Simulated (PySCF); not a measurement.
Working out the ionisation energy of Mg

Mg [Ne] 3s2 (1S) → Mg⁺ [Ne] 3s1 (2S). All numbers are calculated (PySCF 2.14, scalar relativity by spin-free X2C-1e, in aug-cc-pCVTZ-DK). Frozen: nothing. Energies in hartree (1 hartree = 27.21139 eV):

```tsv
part	Mg (lower)	Mg⁺ (upper)
UHF	-199.919602	-199.676473
CCSD correlation	-0.337297	-0.302078
(T)	-0.003477	-0.002236
```

**Question.** What does Hartree-Fock give?

**Answer.** (-199.676473) − (-199.919602) = 0.243129 hartree = 6.616 eV.

**Question.** What do CCSD and CCSD(T) give?

**Answer.** The CCSD correlation energies differ by 0.035219 hartree = 0.958 eV and the triples by 0.001241 hartree = 0.034 eV, so CCSD gives 7.574 eV and CCSD(T) 7.608 eV.

Measured between the centres of the two terms (NIST): 7.646 eV, so CCSD(T) (all electrons) is off by -0.038 eV.

What remains against the reference includes basis incompleteness and higher excitations.
